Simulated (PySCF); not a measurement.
# C5H11F ((CH3CH2)2CHF): the cost of one run

Computed with PySCF 2.14.0, with density-fitted response routines of our own, on a single molecule in the gas phase. Atoms count from 0, in the outputs and in this text.

### Step 1. The starting structure

17 atoms, charge 0, multiplicity 1; geometry from: MMFF94s. The atoms were then displaced at random by about 0.03 Å, so the start is not that level's minimum.

Bonds of the start (Å): C0–C1 1.42, C1–C2 1.50, C2–F3 1.36, C2–C4 1.58, C4–C5 1.53, C0–H6 1.08, C0–H7 1.16, C0–H8 1.19, C1–H9 1.13, C1–H10 1.07, C2–H11 1.14, C4–H12 1.06, C4–H13 1.13, C5–H14 1.07, C5–H15 1.08, C5–H16 1.10.

### Step 2. Geometry optimisation at PBE0-D3(BJ)/def2-SVP

What the job is given:

```
{"job": {"xc": "PBE0", "basis": "def2-SVP", "d3": "d3bj", "grid": 1, "shake": 0.03, "kind": "geom"}, "charge": 0, "multiplicity": 1}
C     -2.445800     0.297930     0.213400
C     -1.288230    -0.522010     0.280450
C     -0.054870     0.280340     0.003630
F      0.051860     0.790750    -1.249430
C      1.241290    -0.609220     0.117190
C      2.510880     0.227960    -0.081760
H     -3.379960    -0.222930     0.388880
H     -2.552750     0.844360    -0.806350
H     -2.472810     1.193910     1.001730
H     -1.238840    -0.983460     1.307180
H     -1.390340    -1.317430    -0.430070
H      0.088010     1.141540     0.736110
H      1.124520    -1.360450    -0.626270
H      1.237740    -1.048530     1.160180
H      2.602160     0.982590     0.666090
H      2.533070     0.705740    -1.049940
H      3.405540    -0.401670     0.009090
```

On the command line:

```console
OMP_NUM_THREADS=1 python probes_run.py task.json out
```

The driver reads the jobs from task.json and runs them one after another.

**Question.** How long does this first job take on 1 thread of Arm Neoverse V2, shared host, and how much memory does it need?

About 52 s, with a peak of 0.64 GiB.
